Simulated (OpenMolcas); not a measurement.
# Worked example: basis-set limit for NH3 (ammonia)

NH3: 4 atoms, total charge 0, spin state singlet. SMILES: `N`. One bond was lengthened or shortened from a relaxed shape.

| atom | x (Å) | y (Å) | z (Å) |
| --- | --- | --- | --- |
| N | -0.0162 | 0.2600 | 0.0257 |
| H | 0.5442 | -0.2913 | 0.6640 |
| H | -0.8338 | -0.2915 | -0.2041 |
| H | 0.4669 | 0.3543 | -0.7412 |

CCSD(T) energies, 1 core orbital frozen (OpenMolcas 26.06):

```tsv
basis	X	functions	Hartree–Fock (Eh)	correlation (Eh)
cc-pVDZ	2	29	-56.185476	-0.203550
cc-pVTZ	3	72	-56.209469	-0.253216
```

The correlation energy converges as X⁻³, the Hartree–Fock energy about exponentially.

Estimate the basis-set limit from the two largest sets.


1. Correlation: E(∞) = (3³ E(3) − 2³ E(2))/(3³ − 2³) = (27 × (-0.253216) − 8 × (-0.203550))/19 = -0.274128 Eh.
2. Hartree–Fock: take the larger basis, -56.209469 Eh; it moved by -23.99 mEh in the last step.
3. Total: -56.209469 + (-0.274128) = -56.483597 Eh.
4. cc-pVTZ holds 92.4 % of the extrapolated correlation energy, cc-pVDZ 74.3 %.

This is an estimate of the method's limit, not an exact energy. Double-zeta sets lie outside the range where X⁻³ holds well, so a D–T extrapolation is rough.
